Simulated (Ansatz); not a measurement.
Energy needed to pull apart C₂H₃FO (SMILES FC1CO1), singlet, into free ground-state atoms, from the structure below (displaced at random from a GFN2-xTB minimum); no zero-point or spin–orbit terms; open-shell atoms are treated unrestricted, in their ground-state multiplicity.

```
7
angstrom
F -1.2884 -1.2440 -0.0631
C -0.6585 -0.0682 -0.3027
C 0.6914 0.1803 0.2943
O 0.4925 -0.1469 -1.1018
H -1.4048 0.7492 -0.5842
H 0.9191 1.1323 0.5586
H 1.2596 -0.5950 0.9448
```

Ansatz 0.2.0; basis: def2-TZVPP; cores frozen in the correlated methods.

```tsv
method	atomization energy (eV)
SPW92	34.00
PBE-D4	29.78
BLYP-D4	28.72
r2SCAN-D4	28.70
PBE0-D4	28.74
wB97M-V	28.61
HF	?
MP2	28.58
CCSD	?
CCSD(T)	27.68
```

**Question.** What does HF give? (To be estimated.)

**Answer.** The calculation gives: 19.28 eV, which is about 8.40 eV less than CCSD(T)/def2-TZVPP.

**Question.** What does CCSD give? (An estimate is asked for; the value comes from the calculation.)

**Answer.** The calculation gives: 27.09 eV, which is about 0.59 eV less than CCSD(T)/def2-TZVPP.

In triple zeta the MP2 and coupled-cluster atomization energies are still short of their basis limit by a few kcal/mol a bond, whereas those of the functionals are nearly converged, so these differences are not deviations from converged CCSD(T).

No T1 diagnostic of these runs exceeds 0.013.

For scale, one of the runs: CCSD(T)/def2-TZVPP forces, 166 basis functions (an equivalent command: `ansatz run in.yaml --threads 8`). Hardware: 8 CPU threads, shared host. Wall time 75 s; peak host memory 3.1 GiB.
